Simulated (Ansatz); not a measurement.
# AlBH (doublet): wave-function methods side by side at scale of all distances = 1.988, 6-31G

Aim: climb from Hartree-Fock through coupled cluster and multireference methods for AlBH (doublet) at one geometry and basis, and see what each rung misses.

Method: 6-31G, core rule «outside noble gas», up to 6 orbitals frozen; program: Ansatz 0.2.0, Gaussian basis.

The runs, in order: UHF; CCSD(T) on ROHF; CCSD(T) on UHF; BCCD(T) on ROHF; CISD; CCSDT(Q) on ROHF; CCSDT(Q) on UHF; CCSDTQ on ROHF; CCSDTQ on UHF; CASSCF and MRCISD+Q, 3 electrons in 3 orbitals; CASSCF and NEVPT2, 3 electrons in 3 orbitals; CASSCF and MRCISD+Q, 7 electrons in 9 orbitals; CASSCF and MRCISD+Q(relaxed), 7 electrons in 9 orbitals; CASSCF and NEVPT2, 7 electrons in 9 orbitals; Full CI.

10 further runs of the same task are left out: 6 that didn't finish, 4 set aside as unsound or not needed.

**1. The geometry**

The geometry derives from a PBE0/def2-TZVP stationary point (not a proven minimum). All distances are scaled together.

3 atoms, charge 0, spin multiplicity 2.

Atoms are counted from 1 here; the program's logs count them from 0.

No contacts short enough for the rule that draws bonds.

**2. UHF**

in.yaml

```yaml
crystal:
  periodic: [false, false, false]
  atoms:
    - {symbol: B, position_ang: [0.000000, -0.182860, 0.624901]}
    - {symbol: Al, position_ang: [0.000000, -0.066302, -3.588416]}
    - {symbol: H, position_ang: [0.000000, 0.249162, 2.963515]}
basis:
  gaussian: {orbitals: 6-31G}
magnetization: {spin_polarized: true, initial_magnetization: 1}
hamiltonian: {xc: hf}
output: {orbitals: {seedname: orbitals}}
```

The run is started by

```bash
ansatz run in.yaml --threads 1 --pin off --events-out ev --progress --plain --max-ram 2393MiB
```

After this run come: CCSD(T) on ROHF; CCSD(T) on UHF; BCCD(T) on ROHF; CISD; CCSDT(Q) on ROHF; CCSDT(Q) on UHF; CCSDTQ on ROHF; CCSDTQ on UHF; CASSCF and MRCISD+Q, 3 electrons in 3 orbitals; CASSCF and NEVPT2, 3 electrons in 3 orbitals; CASSCF and MRCISD+Q, 7 electrons in 9 orbitals; CASSCF and MRCISD+Q(relaxed), 7 electrons in 9 orbitals; CASSCF and NEVPT2, 7 electrons in 9 orbitals; Full CI.

Before running them: what should the planned runs give, taken together? Wanted: FCI below the RHF energy; RMP2 from FCI; UMP2 from FCI; RCCSD from FCI; RCCSD(T) from FCI; UCCSD(T) from FCI; RCCSDT(Q) from FCI; UCCSDT(Q) from FCI; NEVPT2 pair from FCI.

As calculated:

| quantity | value |
| --- | --- |
| FCI below the RHF energy | -3.6172 eV |
| RMP2 from FCI | +1619.6 meV |
| UMP2 from FCI | +1621.1 meV |
| RCCSD from FCI | +73.6 meV |
| RCCSD(T) from FCI | +15.7 meV |
| UCCSD(T) from FCI | +16.6 meV |
| RCCSDT(Q) from FCI | +0.7 meV |
| UCCSDT(Q) from FCI | +1.5 meV |
| NEVPT2 pair from FCI | +914.6 meV |
| MRCISD+Q pair from FCI | -71.4 meV |
| NEVPT2 valence from FCI | +174.2 meV |
| levels within 1 kcal/mol (43 meV) | RCCSD(T), UCCSD(T), BCCD(T), RCCSDT, UCCSDT, RCCSDT(Q), UCCSDT(Q), RCCSDTQ, UCCSDTQ, MRCISD valence, MRCISD+Q valence, MRCISD+Q(relaxed) valence |
| T1 diagnostic | 0.038 |
| effectively unpaired electrons | 1.56 |

**Reading.** RCCSD(T) misses by +15.7 meV, 0.4 % of the correlation energy. MRCISD+Q pair, MRCISD+Q(relaxed) valence fall below full CI: the +Q correction isn't variational, and the cores differ from full CI's. The occupations show some static correlation. Of the multireference levels listed MRCISD+Q(relaxed) valence comes nearest in total energy (-3.2 meV), which doesn't show that its space is the better one. Coupled cluster took another determinant than the lowest Hartree-Fock one. These misses are within one basis, not against nature; the frozen cores of restricted and unrestricted runs differ, which can shift their rows.
